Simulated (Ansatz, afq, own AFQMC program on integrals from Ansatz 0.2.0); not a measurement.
# WNH2⁺, quintet in def2-TZVP, levels against CCSDT(Q)

```xyz
4

W     0.0000    0.0000    0.1547
N     0.0000    0.0000   -1.7023
H     0.0000    0.8426   -2.2760
H     0.0000   -0.8426   -2.2760
```

Connectivity, by distances: W–NH2.

Basis def2-TZVP with its core potentials. Noble-gas cores (and the filled d shells of Ga–Kr and In–Xe) are frozen. AFQMC by an in-house program on the Cholesky factors that Ansatz 0.2.0 writes for its CCSD(T) run. ph-AFQMC/CISD is guided by a CISD state made of CCSD amplitudes; releasing the constraint for a short imaginary time cuts its bias at the price of noise, slowly where states lie close. Error bars are statistical, one sigma. No spin–orbit coupling. The metal's outer-core s and p shells are frozen, which shifts wave-function levels against functionals.

Determinant: ROHF, the one that the program's search chose, which needn't be the lowest solution. The geometry is a PBE0/def2-TZVP stationary point of this or a neighbouring charge and spin state.

No full CI on the walks' own integrals is used here; CCSDT(Q) serves as the reference and is uncertain by about the last step of the cluster series.

Cautions: no spin-orbit coupling; outer-core shells of the metal frozen; lower spins were not checked; higher spins were not checked; a spin-contaminated unrestricted determinant lies lower (UHF 323 meV lower, ⟨S²⟩ 6.19); the released energies are still falling, so no released level is given (meV from the phaseless value at times in 1/Eh: -21 ± 5 at 0.60, -24 ± 5 at 1.20, -29 ± 6 at 2.00, -26 ± 11 at 3.00, -43 ± 12 at 4.20), though the last usable value meets CCSDT(Q) within the noise; CCSDT(Q) on the UHF determinant differs (111 meV lower), by its state or its frozen core.

```
T1 diagnostic                               : 0.0391
weight of the determinant in the CISD state : 0.862
size of the correlated space                : 12 electrons in 78 orbitals
```

Reference: CCSDT(Q), correlation energy -8.925 eV.

```csv
level,E − E(reference) (kJ/mol),share of correlation (%)
HF,861.1,0.00
MP2,78.0,90.94
CCSD,40.1,95.35
CCSD(T),3.0,99.66
CCSDT,1.6,99.81
ph-AFQMC/HF,-4.8 ± 2.5,100.56
ph-AFQMC/CISD,2.8 ± 0.5,99.68
```

A walk keeps the symmetry of its determinant, which the program's search chose and which needn't be the lowest solution, so a lower state of the same spin and another symmetry isn't excluded.
